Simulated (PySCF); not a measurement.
Geometry:
```json
{"atom": "C1", "x (Å)": "-2.306", "y (Å)": "0.280", "z (Å)": "-0.097"}
{"atom": "C2", "x (Å)": "-1.485", "y (Å)": "-0.948", "z (Å)": "0.263"}
{"atom": "P3", "x (Å)": "0.281", "y (Å)": "-0.874", "z (Å)": "-0.180"}
{"atom": "O4", "x (Å)": "1.045", "y (Å)": "-2.135", "z (Å)": "0.072"}
{"atom": "C5", "x (Å)": "0.972", "y (Å)": "0.589", "z (Å)": "0.662"}
{"atom": "C6", "x (Å)": "2.480", "y (Å)": "0.674", "z (Å)": "0.466"}
{"atom": "H7", "x (Å)": "-1.994", "y (Å)": "1.166", "z (Å)": "0.476"}
{"atom": "H8", "x (Å)": "-3.373", "y (Å)": "0.114", "z (Å)": "0.113"}
{"atom": "H9", "x (Å)": "-2.218", "y (Å)": "0.526", "z (Å)": "-1.168"}
{"atom": "H10", "x (Å)": "-1.518", "y (Å)": "-1.166", "z (Å)": "1.344"}
{"atom": "H11", "x (Å)": "-1.864", "y (Å)": "-1.854", "z (Å)": "-0.239"}
{"atom": "H12", "x (Å)": "0.228", "y (Å)": "-0.448", "z (Å)": "-1.549"}
{"atom": "H13", "x (Å)": "0.455", "y (Å)": "1.495", "z (Å)": "0.304"}
{"atom": "H14", "x (Å)": "0.724", "y (Å)": "0.473", "z (Å)": "1.731"}
{"atom": "H15", "x (Å)": "2.740", "y (Å)": "0.847", "z (Å)": "-0.590"}
{"atom": "H16", "x (Å)": "2.912", "y (Å)": "1.495", "z (Å)": "1.057"}
{"atom": "H17", "x (Å)": "2.954", "y (Å)": "-0.270", "z (Å)": "0.773"}
```

Geometry: PBE0-D3(BJ)/def2-SVP; GIAO absolute shieldings from PySCF, gas phase, non-relativistic, averaged over equivalent atoms.

At CAM-B3LYP/pcSseg-1 (164 basis functions, 17 s wall time on 1 thread of an Intel Xeon 6975P-C, shared host):
```
               atoms  σ (ppm)
               C2/C5    156.8
               C1/C6    175.8
                  P3    292.0
                  O4    240.7
                 H12    24.74
             H11/H14    29.91
             H10/H13    30.10
H7/H8/H9/H15/H16/H17    30.26
```

What do these become at PBE0/pcSseg-1?

Results:


```
               atoms  σ at PBE0/pcSseg-1  change
               C2/C5               159.3    +2.5
               C1/C6               177.2    +1.4
                  P3               303.8   +11.8
                  O4               238.1    -2.6
                 H12               24.51   -0.23
             H11/H14               29.82   -0.09
             H10/H13               30.01   -0.09
H7/H8/H9/H15/H16/H17               30.21   -0.05
```

The largest change is at P3 (phosphorus bonded to 2 C, O, H). Cost: 164 basis functions, 14 s wall time on 1 thread of an Intel Xeon 6975P-C, shared host.
